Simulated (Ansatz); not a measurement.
A made-up structure of Si₂HO (charge +1), singlet:

O1  (-0.206, 0.129, -0.341)
Si2  (-0.085, 0.599, 1.391)
Si3  (0.977, -1.158, 0.082)
H4  (2.124, -1.990, -0.010)
(Å)

It is relaxed with PBE-D4/def2-SVP and then PBE0-D4/def2-TZVP (Ansatz 0.2.0). Atoms count as bonded within 1.22 times the sum of their covalent radii (H–H: 0.88 Å). The end point is not checked to be a true minimum.

Problem. Does its bonding change? (A judgement: the text doesn't fix the answer.)

Solution. Computed: No: no bond forms or breaks.

Where it ends: The first stage lowers the energy by 1.76 eV in 8 steps. It ends as Si₂HO ([O]1[Si][SiH]1), total charge +1:
```xyz
4
angstrom
O 0.1169 -0.1068 -0.2056
Si -0.3472 0.6769 1.1576
Si 1.2342 -1.0769 0.6355
H 1.8051 -1.9126 -0.4645
```

Labels in which every atom is bracketed show which atoms are joined, not bond orders.

For scale, one of the runs: PBE0-D4/def2-TZVP relaxation, 111 basis functions, launched by `ansatz run in.yaml --threads 2 --pin off --events-out ev --progress --plain --max-ram 4352MiB`. Hardware: 2 CPU threads of an Arm Neoverse V2, shared host. Wall time about 9.5 s.
